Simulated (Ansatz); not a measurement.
Mulliken charges of BH$_{3}$P$_{2}$, SMILES `B1PP1` from B3LYP/def2-TZVPP in Ansatz (PBE0-D4/def2-TZVP geometry).

| atom | x (Å) | y (Å) | z (Å) | charge (e) |
| --- | --- | --- | --- | --- |
| B1 | -0.644 | -0.351 | -0.352 | 0.076 |
| P2 | 0.694 | 0.955 | -0.603 | -0.104 |
| P3 | 0.449 | -0.385 | 1.185 | -0.104 |
| H4 | -1.594 | -0.848 | -0.855 | 0.081 |
| H5 | 1.534 | 0.019 | -1.274 | 0.026 |
| H6 | -0.397 | 0.547 | 1.853 | 0.026 |

By hand: the dipole of these point charges (1 e Å = 4.8032 D).

Σ q r = (-0.267, -0.140, -0.141) e Å, of length 0.333 e Å = 1.60 D.

How does the dipole of the full density compare? (Best estimate.)

Computed: (-0.098, -0.051, -0.052) e Å, 0.59 D; the point charges give 2.71 times that, at 0° from its direction.

Point charges leave out the atoms' own dipoles, such as those of lone pairs, and Mulliken's split depends on the basis, so the two needn't agree.

B3LYP here is the variant with VWN-RPA as its local correlation; programs differ in this.
